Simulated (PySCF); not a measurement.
C₂F₄, SMILES FC(F)=C(F)F (connectivity only; charge and spin as stated), charge +1, multiplicity 2. Atoms are numbered in the order given.

```xyz
6

F      0.0000     1.0804    -1.3504
C      0.0000     0.0000    -0.7098
F      0.0000    -1.0804    -1.3504
C      0.0000     0.0000     0.7098
F      0.0000    -1.0804     1.3504
F      0.0000     1.0804     1.3504
```
Charge +1, spin multiplicity 2.

Geometry optimised at PBE0-D3(BJ)/def2-SVP. The multiplicity is an assumed one; other spin states were not compared.

The numbers are results of B3LYP/pcH-1 in PySCF, not measurements.

Unrestricted Kohn–Sham, ⟨S²⟩ = 0.751. Hyperfine tensors hold the contact and dipolar terms, without spin-orbit corrections.

Q: Estimate the hyperfine couplings. (The exact figures need the calculation; the answer reports its results.)

A: 
| nucleus | A(iso) (MHz) | A(iso) (G) | dipolar principal values (MHz) |
|---|---|---|---|
| 19F no. 1 | 90.9 | 32.4 | -207.0, -194.1, 401.1 |
| 13C no. 2 | 8.8 | 3.1 | -40.5, -37.4, 77.9 |
| 19F no. 3 | 90.9 | 32.4 | -207.0, -194.1, 401.1 |
| 13C no. 4 | 8.8 | 3.1 | -40.5, -37.4, 77.9 |
| 19F no. 5 | 90.9 | 32.4 | -207.0, -194.1, 401.1 |
| 19F no. 6 | 90.9 | 32.4 | -207.0, -194.1, 401.1 |

Q: And the g tensor (effective nuclear charges for spin-orbit coupling, GIAO)? (An estimate is asked for; the answer gives what the named calculation found.)

A: principal values 2.0019, 2.0065, 2.0079; isotropic 2.0054.
